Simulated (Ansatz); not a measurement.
The input, for Ansatz 0.2.0:

```yaml
crystal:
  periodic: [false, false, false]
  atoms:
    - {symbol: B, position_ang: [0.300000, 0.050000, -1.352631]}
    - {symbol: N, position_ang: [0.000000, 0.000000, -1.352631]}
    - {symbol: H, position_ang: [0.000000, 0.000000, 1.263261]}
basis:
  gaussian: {orbitals: 6-31G, fitting: {mean_field: def2-universal-jkfit}}
magnetization: {spin_polarized: true, initial_magnetization: 1}
correlation: {method: ccsd, electrons: valence}
scf: {lower_state_search: off}
```

```sh
$ ansatz run in.yaml --threads 1 --pin off --events-out ev --progress --plain --max-ram 2393MiB
```

Task: What does the program do with this input?

Result: Converged. The input was made wrong on purpose (atoms on top of each other), so the run isn't a sound calculation of what was asked.
```
these checks for a lower state are left out or cut short: stability, starts, cluster_reference, orbital_swaps, neighbouring_geometries, increment
170 factors; integrals over basis functions are off by at most 1.7e-1 eV
mean field evaluation 1: about -1749.7278 eV, gradient 2.6e1 eV
mean field evaluation 2: about -1752.5534 eV, gradient 5.5e0 eV
mean field evaluation 4: about -1752.7252 eV, gradient 2.2e-1 eV
mean field -1752.72579206 eV, -64.4114848180 hartree, gradient 1.1e-6 eV, S^2 0.750176; 0 other end points of the search recorded, 0 dependent functions left out
2 core orbitals not correlated: weight in the atoms' cores, before any rotation towards them, 0.994 or more for the frozen orbitals, at most 0.006 for the correlated occupied ones
reference -1752.72579206 eV, -64.4114848180 hartree; 5, 4 occupied and 13, 14 virtual orbitals, 170 factors
second order -1.65320342 eV of doubles, -0.00000000 eV of singles
cycle   1  -1.84087551 eV  change   -1.9e-1 eV  update   2.4e-2
cycle   2  -1.88932330 eV  change   -4.8e-2 eV  update   7.0e-3
cycle   3  -1.88972599 eV  change   -4.0e-4 eV  update   2.2e-3
cycle   4  -1.88972312 eV  change    2.9e-6 eV  update   1.3e-3
cycle   5  -1.88996245 eV  change   -2.4e-4 eV  update   6.3e-4
cycle   6  -1.88997367 eV  change   -1.1e-5 eV  update   1.5e-4
cycle   7  -1.88998034 eV  change   -6.7e-6 eV  update   4.0e-5
cycle   8  -1.88998334 eV  change   -3.0e-6 eV  update   1.8e-5
cycle   9  -1.88998221 eV  change    1.1e-6 eV  update   7.6e-6
Total energy: -1754.61577426 eV, -64.4809403829 hartree
Checks for a lower state left out: stability, starts, cluster_reference, orbital_swaps, neighbouring_geometries, increment
```
